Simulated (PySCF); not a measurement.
## Where does cyanide take a proton?

Molecule: cyanide, `[C-]#N` ([CN]-). Numbering: `[C-:1]#[N:2]`

Computed at M06-2X/ma-def2-TZVP // PBE0-D3(BJ)/ma-def2-SVP with PySCF (density fitting, grid level 3). Zero-point and thermal terms (298.15 K, 1 bar) come from unscaled PBE0-D3(BJ)/ma-def2-SVP harmonic frequencies, with soft modes damped to free rotors in the entropy.

```jsonl
{"site": "C1 (anionic carbon)", "product": "C#N", "PA / eV": "15.09", "GB / eV": "14.77", "gas share": "> 99.9 %"}
{"site": "N2 (nitrile nitrogen)", "product": "[C-]#[NH+]", "PA / eV": "14.53", "GB / eV": "14.21", "gas share": "< 0.1 %"}
```

PA is −ΔH and GB is −ΔG of B + H⁺ → BH⁺ in the gas phase. Shares are Boltzmann weights among the listed products; an error of 10 kJ/mol changes a ratio about 56-fold.

Among these, C1 (anionic carbon) wins by 0.55 eV in gas-phase free energy over N2.

Against the Active Thermochemical Tables (version 1.112): C1 1468 (computed 1456, error -12); N2 1405 (computed 1402, error -3) kJ/mol.

Run with `OMP_NUM_THREADS=1 python redox_run.py task.json out` on 1 thread of Arm Neoverse V2, a shared host. Structures, frequencies and single points: 12 s of wall time.

Differences come from unrounded values, so a last digit can differ from that of the printed terms.
